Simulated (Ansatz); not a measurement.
Geometry optimisation, Ansatz 0.2.0, RKS PBE-D4/def2-mTZVP.

Input:

```yaml
crystal:
  periodic: [false, false, false]
  atoms:
    - { symbol: B, position_ang: [0.01533, 0.432003, -0.065264] }
    - { symbol: F, position_ang: [-0.243156, 0.551841, 1.241174] }
    - { symbol: H, position_ang: [1.156917, 0.554772, -0.420549] }
    - { symbol: H, position_ang: [-0.922174, 0.336774, -0.81124] }
    - { symbol: "N", position_ang: [0.109143, -2.160713, 0.8057] }
    - { symbol: H, position_ang: [-0.633503, -2.856273, 0.703252] }
    - { symbol: H, position_ang: [0.974708, -2.653594, 1.036807] }
    - { symbol: H, position_ang: [-0.133666, -1.54431, 1.60812] }
basis:
  gaussian: { orbitals: def2-mTZVP }
hamiltonian:
  xc: pbe
  dispersion: d4
relax:
  f_tol: 0.03
  max_steps: 50
```

Run as:

```bash
$ ansatz run input.yaml --threads 1 --pin off --max-ram 2048MiB --backend cpu --events-out ev --progress --plain --runs-dir out
```

Question: Where does it end, and by what steps?

Answer: It converged. After 10 steps the energy has fallen by 0.935 eV; H6 moved furthest, 0.94 Å. Joined: B1–N5 (2.74 → 1.67 Å).

```csv
step,energy less start (eV),largest force component (eV/Å),accepted
0,0.0000,0.738,yes
1,-0.0635,1.086,yes
2,-0.3558,0.921,yes
3,-0.6808,0.774,yes
4,-0.7124,2.580,yes
5,-0.7711,1.140,yes
6,-0.8907,0.144,yes
7,-0.9243,0.246,yes
8,-0.9053,0.642,no
9,-0.9334,0.091,yes
10,-0.9345,0.010,yes
```

```xyz
8
Properties=species:S:1:pos:R:3
B 0.023 -0.135 0.161
F 0.236 0.677 1.297
H 0.944 -0.123 -0.641
H -1.091 -0.030 -0.327
N 0.049 -1.679 0.792
H -0.115 -2.387 0.068
H 0.954 -1.877 1.234
H -0.675 -1.785 1.513
```

The run took 18 s on 1 thread of Arm Neoverse V2 (shared host), peak memory 0.13 GiB.
